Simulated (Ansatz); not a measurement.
# CN (doublet): B3LYP, wB97M-V over a scan of the distance N1–C2, 6-31G

How well do these functionals follow the top wave-function level for CN (doublet) over a scan of the distance N1–C2?

Computed with Ansatz 0.2.0, Gaussian basis. Level: 6-31G, all electrons in the functionals.

The runs, in order: B3LYP, wB97M-V, at 0.948 Å; 1.040 Å; 1.160 Å; 1.273 Å; 1.416 Å; 1.578 Å; 1.855 Å; 2.125 Å; 2.580 Å; 3.071 Å; 3.912 Å.

27 further runs of the same task are left out: 7 for a known fault of the program, 17 that didn't finish, 3 set aside as unsound or not needed.

## Step 1: The geometry

The geometry derives from a PBE0/def2-TZVP stationary point (not a proven minimum). One bond is set to the value named and the two fragments are kept rigid.

2 atoms, charge 0, spin multiplicity 2.

Atoms are counted from 1 here; the program's logs count them from 0.

Bond lengths: N1–C2 1.160 Å.

No dispersion term is added; wB97M-V holds VV10 nonlocal correlation. B3LYP takes the VWN-RPA correlation.

The geometry shown and the zero of energy belong to the point 1.160 Å. The yardstick, FCI, and other wave-function levels (R restricted, U unrestricted, valence and pair active spaces) come from earlier runs.

## Step 2: B3LYP, 0.948 Å

The input, in.yaml:

```yaml
crystal:
  periodic: [false, false, false]
  atoms:
    - {symbol: N, position_ang: [0.000000, 0.000000, 0.000000]}
    - {symbol: C, position_ang: [0.000000, 0.000000, 0.948000]}
basis:
  gaussian: {orbitals: 6-31G}
magnetization: {spin_polarized: true, initial_magnetization: 1}
hamiltonian: {xc: {name: B3LYP}}
```

The run is started by

```
ansatz run in.yaml --threads 1 --pin off --events-out ev --progress --plain --max-ram 2393MiB
```

The runs that follow: B3LYP, 1.040 Å; B3LYP, 1.160 Å; B3LYP, 1.273 Å; B3LYP, 1.416 Å; B3LYP, 1.578 Å; B3LYP, 1.855 Å; B3LYP, 2.125 Å; B3LYP, 2.580 Å; B3LYP, 3.071 Å; B3LYP, 3.912 Å; wB97M-V, 0.948 Å; wB97M-V, 1.040 Å; wB97M-V, 1.160 Å; wB97M-V, 1.273 Å; wB97M-V, 1.416 Å; wB97M-V, 1.578 Å; wB97M-V, 1.855 Å; wB97M-V, 2.125 Å; wB97M-V, 2.580 Å; wB97M-V, 3.071 Å; wB97M-V, 3.912 Å.

Before running them: what should the planned runs give, taken together? Wanted: span of the FCI curve; largest miss, B3LYP; largest miss, wB97M-V.

The runs gave:

| quantity | value |
| --- | --- |
| span of the FCI curve | 598.9 kJ/mol |
| largest miss, B3LYP | +60.6 kJ/mol (3.912 Å) |
| largest miss, wB97M-V | -58.4 kJ/mol (0.948 Å) |

Of the functionals, wB97M-V keep the smallest largest miss at the points compared (at most 58.4 kJ/mol) and B3LYP strays most (60.6 kJ/mol, at 3.912 Å). B3LYP, wB97M-V clearly break the spin symmetry at some points (⟨S²⟩ up to 2.00 above the pure value), so energy there is bought with a mixed spin. Functionals and the yardstick converge differently with the basis, so part of each miss in 6-31G is the basis.
